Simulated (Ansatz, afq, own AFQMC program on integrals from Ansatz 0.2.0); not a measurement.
## Where AFQMC and coupled cluster stand for BSiH2, doublet

```xyz
4

Si    0.0000   -0.0053    0.5948
B     0.0000   -0.0779   -1.2479
H     0.0000    1.1505   -0.7602
H     0.0000   -0.1670   -2.4296
```

Connectivity, by distances: Si–BH, 1 bridging H.

Basis cc-pVDZ. Only valence electrons are correlated. Ansatz 0.2.0 and our own AFQMC program on the same integrals; the CISD trial comes from CCSD amplitudes, and released means the phaseless constraint is let go. Free AFQMC starts from the CCSD state and is never constrained. Its projection time is finite, and what remains of the start isn't in its error. Error bars are statistical, one sigma.

Determinant: UHF, the one that the program's search chose, which needn't be the lowest solution. The geometry is a PBE0/def2-TZVP stationary point of this or a neighbouring charge and spin state.

No full CI on the walks' own integrals is used here; CCSDT(Q) serves as the reference and is uncertain by about the last step of the cluster series.

The T1 diagnostic is 0.0206. The weight of the determinant in the CISD state is 0.875. The ⟨S²⟩ of the determinant is 0.763 and the size of the correlated space is 9 electrons in 36 orbitals.

```
  level  correlation energy (eV)
    MP2                  -4.2558
   CCSD                  -5.1824
CCSD(T)                  -5.3745
```

(1) Estimate where phaseless AFQMC with the Hartree–Fock trial lies against CCSD(T) on the same integrals.

(1) 41.1 ± 49.6 meV above CCSD(T). The gap is under twice the noise, so this walk alone can't tell the two apart.

Reference: CCSDT(Q), correlation energy -5.422 eV. The released energy is read at 2.40 1/Eh (meV from the phaseless value at times in 1/Eh: -21 ± 16 at 0.24, -18 ± 14 at 0.51, -12 ± 11 at 0.99, -24 ± 15 at 1.62, -35 ± 17 at 2.40).

```tsv
level	E − E(reference) (meV)	share of correlation (%)
CCSD(T)	47.8	99.12
CCSDT	11.7	99.78
ph-AFQMC/HF	88.9 ± 49.6	98.36
ph-AFQMC/CISD	19.9 ± 9.6	99.63
released AFQMC	-15.3 ± 17.2	100.28
free AFQMC	-3.3 ± 17.9	100.06
```

Free projections are given only where their last times agree within the noise and don't stop above the reference; a slow remainder of the start can still hide under it. A walk keeps the symmetry of its determinant, which the program's search chose and which needn't be the lowest solution, so a lower state of the same spin and another symmetry isn't excluded. Released energies are given only where the last usable release times agree within the noise; a slower fall can still hide under it.
